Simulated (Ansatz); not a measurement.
A run of Ansatz (development build ahead of 0.2.0) on singlet Na₂ at this shape:

```yaml
atoms:
  - { symbol: Na, position_ang: [0.0020, -0.0251, -1.5195] }
  - { symbol: Na, position_ang: [0.0330, -0.0371, 1.5571] }
```

Its results:

* Converged: yes
* Reference energy: -323.70446 hartree
* Correlation energy: -0.02018 hartree
* Total energy: -323.72464 hartree
* Spin squared of the determinant: 0.000

Problem. Which input gives this output? Name the method, the orbitals and the basis set, and write the input.

Solution. RHF-MP2 in cc-pVDZ. An unrestricted run that stays on the closed shell gives the same numbers.

```yaml
crystal:
  periodic: [false, false, false]
  atoms:
    - { symbol: Na, position_ang: [0.00199, -0.02508, -1.51951] }
    - { symbol: Na, position_ang: [0.03304, -0.03711, 1.55711] }
basis:
  gaussian: { orbitals: cc-pVDZ }
hamiltonian:
  xc: hf
correlation:
  method: mp2
  frozen_orbitals: { Na: 1 }
```
